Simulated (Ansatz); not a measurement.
# CH₄O (triplet): the correlation ladder at distance C1–H5 along a hydrogen transfer = 1.432 Å, cc-pVDZ

The task here is to estimate one member of a computed series from the others.

Program: Ansatz 0.2.0, Gaussian basis. Level of theory: cc-pVDZ, core rule «outside noble gas», up to 2 orbitals frozen. These are calculated values, not measurements.

The runs, in order: UHF; CCSD(T) on ROHF; CCSD(T) on UHF; BCCD(T) on ROHF; CISD; CCSDT(Q) on ROHF; CCSDT(Q) on UHF; CASSCF and MRCISD+Q, 4 electrons in 4 orbitals; CASSCF and NEVPT2, 4 electrons in 4 orbitals.

8 further runs of the same task are left out: 2 for a mislabelled method, 6 that didn't finish.

**The geometry**

The geometry derives from fragments relaxed apart (PBE0/def2-TZVP) and kept rigid, so it is no stationary point. A hydrogen atom is moved between rigid fragments.

6 atoms, charge 0, spin multiplicity 3.

Atoms are counted from 1 here; the program's logs count them from 0.

Bond lengths: C1–H2 1.090 Å, C1–H3 1.090 Å, C1–H4 1.090 Å, H5–O6 1.246 Å. Angles: H2–C1–H3 109.5°, H2–C1–H4 109.5°, H3–C1–H4 109.5°.

The first run:

Contents of in.yaml:

```yaml
crystal:
  periodic: [false, false, false]
  atoms:
    - {symbol: C, position_ang: [-1.347971, 0.000000, 0.000000]}
    - {symbol: H, position_ang: [-1.711177, 1.027301, 0.000000]}
    - {symbol: H, position_ang: [-1.711177, -0.513650, 0.889668]}
    - {symbol: H, position_ang: [-1.711177, -0.513650, -0.889669]}
    - {symbol: H, position_ang: [0.084029, 0.000000, 0.000000]}
    - {symbol: O, position_ang: [1.330029, 0.000000, 0.000000]}
basis:
  gaussian: {orbitals: cc-pVDZ}
magnetization: {spin_polarized: true, initial_magnetization: 2}
hamiltonian: {xc: hf}
output: {orbitals: {seedname: orbitals}}
```

Command:

```console
> ansatz run in.yaml --threads 1 --pin off --events-out ev --progress --plain --max-ram 2393MiB
```

Among the steps run: UHF; CCSD(T) on ROHF; CCSD(T) on UHF; BCCD(T) on ROHF; CISD; CCSDT(Q) on ROHF; CCSDT(Q) on UHF; CASSCF and MRCISD+Q, 4 electrons in 4 orbitals; CASSCF and NEVPT2, 4 electrons in 4 orbitals.

One table of the session follows, with a row left open; its other results are not shown here.

| method | from UCCSDT(Q) (kJ/mol) |
| --- | --- |
| ROHF | +931.6 |
| UHF | +874.1 |
| RMP2 | +114.1 |
| UMP2 | +129.2 |
| CISD | +97.4 |
| RCCSD | +22.6 |
| UCCSD | +20.7 |
| RCCSD(T) | +3.5 |
| UCCSD(T) | +3.6 |
| BCCD(T) | +3.6 |
| RCCSDT | +1.5 |
| UCCSDT | ? |
| RCCSDT(Q) | +0.1 |
| UCCSDT(Q) | 0 |
| CASSCF pair | +824.8 |
| NEVPT2 pair | +110.1 |
| MRCISD pair | +76.7 |
| MRCISD+Q pair | +9.7 |

Estimate the missing values for UCCSDT.

As computed: from UCCSDT(Q) (kJ/mol): +1.3. In the column «from UCCSDT(Q) (kJ/mol)» it lies between RCCSDT(Q) (+0.1) and RCCSDT (+1.5).

Limits of these values: Restricted and unrestricted rows rest on different reference determinants; where their highest levels disagree by more than a few hundredths of an eV, they describe different states and don't form one ladder.
